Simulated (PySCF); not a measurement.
## SiP: energy against distance

Set-up: basis Si x2c-SVPall, P x2c-SVPall; spin-free X2C with a Gaussian nucleus; PySCF 2.14. Energies in eV from Si + P in their ground configurations at the same level. State: ²Π (doublet), unpaired electrons π ↑.

All columns are revPBE. A positive dipole means Si(−)P(+).

| R (Å) | E (eV) | μ (D) | Mulliken charge on Si (basis-dependent) | HOMO (eV) | LUMO (eV) | Mayer bond order | ⟨S²⟩ |
| --- | --- | --- | --- | --- | --- | --- | --- |
| 1.790 | -2.081 | -0.03 | 0.03 | -5.67 | -6.26 | 2.24 | 0.75 |
| 1.873 | -2.908 | -0.20 | 0.06 | -5.74 | -6.02 | 2.24 | 0.75 |
| 1.956 | -3.391 | -0.37 | 0.08 | -5.80 | -5.81 | 2.24 | 0.75 |
| 2.019 | -3.585 | -0.49 | 0.10 | -5.82 | -5.66 | 2.25 | 0.75 |
| 2.081 | -3.669 | -0.61 | 0.11 | -5.82 | -5.52 | 2.25 | 0.75 |
| 2.143 | -3.668 | -0.73 | 0.12 | -5.69 | -5.40 | 2.25 | 0.76 |
| 2.227 | -3.567 | -0.88 | 0.13 | -5.53 | -5.24 | 2.25 | 0.76 |
| 2.331 | -3.331 | -1.06 | 0.13 | -5.36 | -5.06 | 2.25 | 0.76 |
| 2.456 | -2.955 | -1.24 | 0.14 | -5.17 | -4.89 | 2.21 | 0.81 |
| 2.622 | -2.415 | -1.35 | 0.13 | -5.00 | -4.71 | 1.93 | 1.06 |

A fit through these points gives, at Re = 2.111 Å, μ = -0.67 D and dμ/dR = -1.89 D/Å; the reduced mass is 14.7 u.

**Question.** How strong is the fundamental in the double-harmonic approximation, I = 42.26·(dμ/dR)²/μred km/mol?

**Answer.** I = 42.26·(-1.89)²/14.7 = 10.3 km/mol at revPBE.

⟨S²⟩ of the unrestricted solution departs from its pure value on part of the curve, where spin states mix. The state is the lowest determinant that a PBE0 search found; another state may lie lower at other levels.

At some distances an empty level lies below a filled one, because the occupation is held.
